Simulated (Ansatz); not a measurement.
# Relaxing BeGe3

Computed with Ansatz 0.2.0, DFT PBE, scalar-relativistic, plane waves, PAW. Cutoff 420 eV, Γ-centred k mesh, Gaussian smearing, no spin polarisation in the final step.

The start puts BeGe3 on the Cu3Au (L1_2) structure type (Pm-3m, No. 221), with Be in place of Au, Ge in place of Cu, at a guessed volume.

```
CELL_PARAMETERS angstrom
3.90243 0.00000 0.00000
0.00000 3.90243 0.00000
0.00000 0.00000 3.90243
ATOMIC_POSITIONS crystal
Be 0.00000 0.00000 0.00000
Ge 0.00000 0.50000 0.50000
Ge 0.50000 0.00000 0.50000
Ge 0.50000 0.50000 0.00000
```

Cell and atoms relax at zero pressure; the relaxation can't lower the symmetry of the start. After a coarse first stage the cell is made exact in the group found at 0.06 Å.

The zero of energy is the elements' standard structures at the same level; no fitted shifts are applied.

(1) What does it relax into?

(2) What are its volume, energy, density and gap?

Results:

(1) It keeps Pm-3m (No. 221). The result has the Cu3Au (L1_2) structure. Conventional cell: a = 4.080 Å. Around Be lie 12 Ge at 2.88 Å; Ge has 4 Be at 2.88 Å and 8 Ge at 2.88 Å.

```
Be Ge
1.0
     4.07989    0.00000    0.00000
     0.00000    4.07989    0.00000
     0.00000    0.00000    4.07989
Be Ge
1 3
Cartesian
  0.0000 0.0000 0.0000
  0.0000 2.0399 2.0399
  2.0399 0.0000 2.0399
  2.0399 2.0399 0.0000
```

(2) The volume per atom is 16.98 Å³, the density is 5.55 g/cm³ and the energy over the elements is 0.52 eV/atom. The gap on the 12×12×12 mesh is 0 eV (a metal).

The final run used a 12×12×12 mesh on its 4-atom cell and 0.10 eV smearing. The k mesh leaves about 4 meV/atom of noise in metals. A structure relaxed within its symmetry needn't be a true minimum.

Cost: 3 runs of about 1 core-minutes in all, on Intel Xeon Platinum 8259CL (Skylake/Cascade Lake) (shared hosts).